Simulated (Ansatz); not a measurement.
Compare A (`C/C=C/C(C)C`) with its isomer B (`C=CC(C)(C)C`).

Program: Ansatz. Geometries: PBE0-D4/def2-TZVP. ΔE: electronic, gas phase. CCSD(T)/CBS adds triple-zeta CCSD(T) − MP2 to the extrapolated MP2 energy (def2 sets, frozen cores). DFT in def2-TZVPP. B3LYP here is the variant with VWN-RPA as its local correlation; programs differ in this. Each species was taken in one conformer, which may not be the lowest.

Q: Which is lower in electronic energy at CCSD(T)/CBS, and by how much? (An estimate is asked.)

A: Ansatz gave: B, by 0.1 kcal/mol. So small a gap doesn't settle the order.

Q: Give E(B) − E(A) in kcal/mol with B2PLYP, PBE0-D4, CCSD/def2-TZVPP, B3LYP-D4, BLYP-D4, ωB97M-V, HF/def2-TZVPP. (An estimate is asked.)

A: Computed: B2PLYP 1.6, PBE0-D4 1.7, CCSD/def2-TZVPP 0.3, B3LYP-D4 1.5, BLYP-D4 1.4, ωB97M-V 0.5, HF/def2-TZVPP 2.6. The order is the other way round with B2PLYP, PBE0-D4, CCSD/def2-TZVPP, B3LYP-D4, BLYP-D4, ωB97M-V, HF/def2-TZVPP.

Largest T1 diagnostic: 0.009.

The D4 term adds −1.6 kcal/mol with B3LYP and −0.8 kcal/mol with PBE0; it sums over pairs of atoms, weighted by their polarisabilities, and B3LYP, whose exchange is more repulsive, gets the larger term. Leaving LDA and LC-ωPBE aside and taking each functional with its dispersion term where it has one, the values, not all of them listed here, spread over 1.5 kcal/mol, from ωB97M-V to PBE-D4. LDA lies −1.4 kcal/mol from PBE without D4.
